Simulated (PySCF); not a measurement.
Species: HBO.
Cartesian coordinates in Å at the PBE0-D3(BJ)/def2-TZVP level; atoms count from 1:
```
atom  x, y, z in Å
B1     0.0116    0.0679   -0.0890
O2     1.2015   -0.0654   -0.1270
H3    -1.1532    0.1984   -0.0519
```

All values: wB97X-D/pcSseg-2 (PySCF, non-relativistic), on one gas-phase PBE0-D3(BJ)/def2-TZVP geometry that isn't relaxed in the solvent. The solvent is an IEF-PCM continuum (cavity from Bondi-type radii × 1.2). The model holds no explicit solvent molecules, cavitation or dispersion.

Gas phase at wB97X-D/pcSseg-2: HOMO -12.39 eV, LUMO 1.69 eV, dipole 2.82 D.

What does the continuum do to the energy, the frontier levels and the dipole at wB97X-D/pcSseg-2 in chloroform?

```
   solvent      ε  E(solvent) − E(gas) (kJ/mol)  polarisation term (kJ/mol)  distortion of the solute (kJ/mol)  HOMO (eV)  LUMO (eV)  dipole (D)
chloroform  4.711                        -13.41                      -15.42                               2.01     -12.51       1.84        3.27
```

Polarisation term: ½ Σ q·V over the induced surface charges. Distortion: the rise of the solute's own energy as its density leaves the gas-phase optimum.

Which radius a makes the point-dipole formula ΔE = −[(ε − 1)/(2ε + 1)]·μ²/a³ give the value in chloroform, with the gas-phase dipole?

μ = 1.111 au and |ΔE| = 0.00511 Eh give a = 2.34 Å; the farthest nucleus lies 1.19 Å from the centroid of the nuclei. The formula assumes a rigid point dipole at the centre of a sphere.

Give the dipole vector in the frame of the coordinates (D, pointing from negative to positive charge), gas and chloroform.

Gas (-2.81, 0.31, 0.09), solvent (-3.25, 0.36, 0.10). Its length changes by +16 % and its direction by less than 1°.

Note: wB97X-D ran without an empirical dispersion term, which enters the total energy and its gradient alone.
